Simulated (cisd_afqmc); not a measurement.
Input (AFQMC/CISD/cc-pV(T+d)Z; cisd_afqmc is a phaseless AFQMC code with CISD trial states that reads the integrals written by Ansatz): A basis named .json is the Basis Set Exchange file of that set.

Ansatz 0.2 input:
```python
import cisd_afqmc

open("ham.yaml", "w").write("""\
crystal:
  periodic: [false, false, false]
  atoms:
    - {symbol: S, position_ang: [0.00079836, 0.00101417, 0.10422964]}
    - {symbol: H, position_ang: [-0.00010930, 0.98195700, -0.84351873]}
    - {symbol: H, position_ang: [-0.01266448, -0.99818372, -0.82415549]}
basis:
  gaussian:
    orbitals: cc-pV_T+d_Z.json
total_charge: 1
magnetization: {spin_polarized: true, initial_magnetization: 1}
correlation: {method: ccsd, electrons: outside_noble_gas, hamiltonian_folder: ham}
""")
rep = cisd_afqmc.ansatz("ham.yaml")
e_ccsd = rep["correlation"]["coupled_cluster"]["energy"]["hartree"]
out = cisd_afqmc.run("ham", e_ccsd, trial="CISD", walkers=100, populations=8, threads=8, dt=0.005, steps=40, early=24, settle=10, least=32,
    cut=5e-5, rank_cut=2e-4, target=0.0004, seconds=1500, seed=1, memory=12960, gpu=False)
```

Output:

```
orbitals 62, occupied [4, 3], factors 281 of 373, rank of the doubles 188 of 409
E(HF) = -398.376719
E(CCSD) on the cut factors = -398.553887, shift to the whole factors -0.000008
Energy of the trial state on the determinant = -398.553794
  tau behind 7.2 of longer steps, mean of the populations' last blocks
   2.0  -398.56075
   4.0  -398.56086
   6.0  -398.56129
   8.0  -398.56062
blocks 339 (0 outliers left out), error by blocks joined: 1: 0.00010, 2: 0.00013, 4: 0.00015, 8: 0.00019, 16: 0.00019
E(AFQMC/CISD) = -398.56094 +/- 0.00019
```
